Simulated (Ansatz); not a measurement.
Born–Oppenheimer molecular dynamics of C₄H₈FN (14 atoms, charge 0, multiplicity 1). It starts from a relaxed structure.

The calculation used Ansatz 0.2.0, RKS PBE/STO-3G.

```
ensemble                      : NVE (velocity Verlet)
time step                     : 0.5 fs
steps asked                   : 362
starting velocities drawn for : 300 K
seed                          : 475032
```

First frame:

```xyz
14
Properties=species:S:1:pos:R:3
C -0.593 -1.541 0.870
C 0.331 -0.916 -0.222
C 0.187 0.609 -0.318
N 0.568 1.378 0.875
C -0.400 1.239 -1.382
F -0.507 2.616 -1.429
H -1.657 -1.367 0.624
H -0.422 -2.632 0.943
H -0.385 -1.081 1.854
H 0.095 -1.360 -1.211
H 1.388 -1.175 0.013
H 1.575 1.119 1.118
H 0.622 2.393 0.548
H -0.815 0.688 -2.253
```

**Question.** How far do the bonds stretch over the last three quarters of this one trajectory? (Pairs bonded in most of those frames.)

**Answer.** 
```json
{"bond": "C1–C2", "mean (Å)": "1.564", "spread (Å)": "0.023", "shortest": "1.52", "longest": "1.61"}
{"bond": "C1–H7", "mean (Å)": "1.106", "spread (Å)": "0.009", "shortest": "1.09", "longest": "1.13"}
{"bond": "C1–H8", "mean (Å)": "1.108", "spread (Å)": "0.019", "shortest": "1.08", "longest": "1.14"}
{"bond": "C1–H9", "mean (Å)": "1.107", "spread (Å)": "0.011", "shortest": "1.08", "longest": "1.13"}
{"bond": "C2–C3", "mean (Å)": "1.538", "spread (Å)": "0.014", "shortest": "1.50", "longest": "1.56"}
{"bond": "C2–H10", "mean (Å)": "1.114", "spread (Å)": "0.040", "shortest": "1.05", "longest": "1.18"}
{"bond": "C2–H11", "mean (Å)": "1.115", "spread (Å)": "0.026", "shortest": "1.06", "longest": "1.17"}
{"bond": "C3–N4", "mean (Å)": "1.473", "spread (Å)": "0.019", "shortest": "1.43", "longest": "1.52"}
{"bond": "C3–C5", "mean (Å)": "1.372", "spread (Å)": "0.018", "shortest": "1.34", "longest": "1.41"}
{"bond": "N4–H12", "mean (Å)": "1.068", "spread (Å)": "0.013", "shortest": "1.04", "longest": "1.09"}
{"bond": "N4–H13", "mean (Å)": "1.070", "spread (Å)": "0.013", "shortest": "1.04", "longest": "1.10"}
{"bond": "C5–F6", "mean (Å)": "1.387", "spread (Å)": "0.017", "shortest": "1.35", "longest": "1.42"}
{"bond": "C5–H14", "mean (Å)": "1.114", "spread (Å)": "0.025", "shortest": "1.07", "longest": "1.15"}
```

Mean temperature of the second half: 148 K. The conserved energy stayed within 0.28 meV per atom of its start (net change 0.22 meV per atom), so the integration is sound. The temperature averaged 0.49 of the 300 K drawn at the start: a run that starts near a minimum puts about half its kinetic energy into the potential. A run of 0.18 ps of so small a system gives no equilibrium averages. Limits of this set-up: minimal basis.

The run took 18 min on 1 thread of Intel(R) Xeon(R) Platinum 8259CL CPU @ 2.50GHz (Skylake/Cascade Lake) (shared host), peak memory 0.1 GiB.
